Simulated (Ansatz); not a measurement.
Wurtzite GaN: LDA at its full settings (plane-wave cutoff 520 eV, 12×12×8 k mesh (along the axes of the cell as run), Fermi–Dirac smearing 0.01 eV, scalar-relativistic PAW data made under PBE) and at cheaper ones, in a cell of 4 atoms with Γ-centred meshes.

```json
[
 {"level and setting": "LDA (Ansatz)", "lattice constant a (Å)": "3.152", "lattice parameter c (Å)": "5.138", "bulk modulus B0 (GPa)": "203"},
 {"level and setting": "LDA (2×2×2 k mesh) (Ansatz)", "lattice constant a (Å)": "3.194", "lattice parameter c (Å)": "5.045", "bulk modulus B0 (GPa)": "198"},
 {"level and setting": "LDA (4×4×4 k mesh) (Ansatz)", "lattice constant a (Å)": "3.154", "lattice parameter c (Å)": "5.132", "bulk modulus B0 (GPa)": "203"}
]
```

Largest shifts from the full settings: lattice constant a +1.33 % (LDA (2×2×2 k mesh)), against a difference of -1.16 % of the full result from the reference 3.189 Å (measured, room temperature, not corrected to a static lattice; as tabulated in Lucero et al. (2012), arXiv:1111.4515); lattice parameter c -1.81 % (LDA (2×2×2 k mesh)), against a difference of -0.91 % of the full result from the reference 5.185 Å (measured, room temperature, not corrected to a static lattice; as tabulated in Lucero et al. (2012), arXiv:1111.4515); bulk modulus -2.5 % (LDA (2×2×2 k mesh)), against a difference of -3.3 % of the full result from the reference 210 GPa (measured, temperature not stated, no zero-point or thermal correction, our sources range from 187 to 237; as tabulated in Toher et al. (2017), arXiv:1611.05714).

The full settings aren't shown to be converged themselves.

Ansatz's density-functional and Hartree–Fock values are scalar-relativistic unless marked +SOC, with PAW data made under PBE.

Run with cheap settings on purpose, which may leave them unconverged: LDA (2×2×2 k mesh), LDA (4×4×4 k mesh).

Ansatz is a first-principles code.
